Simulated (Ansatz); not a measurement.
# H3OSi: the cost of one run

Computed with the Python package of Ansatz 0.2.0. Level of theory: Hartree-Fock/def2-TZVP.

## 1. Starting point

Bond lengths: O1–Si2 1.639 Å, O1–H3 0.952 Å, Si2–H4 1.458 Å, Si2–H5 1.448 Å. Angles: O1–Si2–H4 110.9°, O1–Si2–H5 101.7°, H4–Si2–H5 117.6°, Si2–O1–H3 122.7°.

No structure file is read: the coordinates are typed or built in the script.

## 2. Script

h3osi_bend.py reads:

```python
"""Bending curve of H3OSi."""

import ansatz as az
from ase import Atoms

BASIS = "def2-TZVP"
FUNCTIONAL = "hf"
FMAX = 0.02

atoms = Atoms(["O", "Si", "H", "H", "H"], positions=[
    [0.55731, -0.43376, 0.79846],
    [0.00193, 0.34195, -0.53394],
    [0.72569, -1.37066, 0.8148],
    [-1.24482, -0.25358, -1.00076],
    [-0.04011, 1.71604, -0.07856],
])

# relax first, so that the scan starts from a minimum
first = (
    az.Crystal.molecule_from_ase(atoms).calculation()
    .basis(gaussian=BASIS)
    .functional(FUNCTIONAL)
    .spin("collinear", total=1)
    .relax(force_tolerance=FMAX, max_steps=80)
)
atoms.positions = first.run(threads=1, backend="cpu").report["positions_ang"]

rows = []
for angle in [90, 100, 110, 120, 135, 150, 165, 179]:
    bent = atoms.copy()
    bent.set_angle(1, 0, 2, angle, indices=[2])
    calculation = (
        az.Crystal.molecule_from_ase(bent).calculation()
        .basis(gaussian=BASIS)
        .functional(FUNCTIONAL)
        .spin("collinear", total=1)
    )
    rows.append((angle, calculation.run(threads=1, backend="cpu").report["free_energy_ev"]))
floor = min(e for _, e in rows)
for angle, e in rows:
    print(f"angle Si1-O0-H2 = {angle:3d} deg   {1000 * (e - floor):9.1f} meV")
```

## 3. The calls as engine input

The engine receives this input (first run):

```yaml
crystal:
  periodic: [false, false, false]
  atoms:
    - { symbol: O, position_ang: [0.55731, -0.43376, 0.79846] }
    - { symbol: Si, position_ang: [0.00193, 0.34195, -0.53394] }
    - { symbol: H, position_ang: [0.72569, -1.37066, 0.8148] }
    - { symbol: H, position_ang: [-1.24482, -0.25358, -1.00076] }
    - { symbol: H, position_ang: [-0.04011, 1.71604, -0.07856] }
basis:
  gaussian:
    orbitals: def2-TZVP
hamiltonian:
  xc: hf
magnetization:
  spin_polarized: true
  initial_magnetization: 1.0
relax:
  f_tol: 0.02
  max_steps: 80
```

## 4. The run

Run with:

```sh
> python h3osi_bend.py
```

**Question.** How long does this script take on 1 thread of Arm Neoverse V1, shared host, and how much memory does it need?

About 11 s, with a peak of 0.2 GiB.
